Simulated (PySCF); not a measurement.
C3H3N2 (charge -1).
InChI=1S/C3H3N2/c1-2-5-3-4-1/h1-3H/q-1

The closed-shell ground state was solved at several levels (PySCF, density fitting, gas phase, non-relativistic). Geometry: GFN2-xTB; no solvent, vibrations or thermal averaging. No diffuse functions stand in pcJ-1 and pcSseg-1, which bears on an anion's orbital energies.

```
         level  basis functions  total energy (Eh)  HOMO (eV)  LUMO (eV)  gap (eV)
PBE0/def2-SVPD              124          -225.2350      -0.65       5.35      6.00
   B3LYP/pcJ-1              165          -225.6488      -0.21       6.53      6.74
 PBE0/pcSseg-1              100          -225.3575      -0.46       6.83      7.29
```

**Question.** What might wB97X-D/def2-SVPD (124 basis functions) give for the same quantities?

**Answer.** Total energy -225.4128 Eh, HOMO -2.50 eV, LUMO 6.82 eV, gap 9.32 eV.

**Question.** Over all these levels, which gives the widest orbital gap and which the narrowest?

**Answer.** wB97X-D/def2-SVPD (range-separated hybrid) has the widest, 9.32 eV, and PBE0/def2-SVPD (global hybrid, 25 % exact exchange) the narrowest, 6.00 eV. The two share the basis. From the narrowest to the widest the HOMO moves by -1.85 eV and the LUMO by +1.47 eV.

Note: wB97X-D ran without an empirical dispersion term, which enters the total energy and its gradient alone.
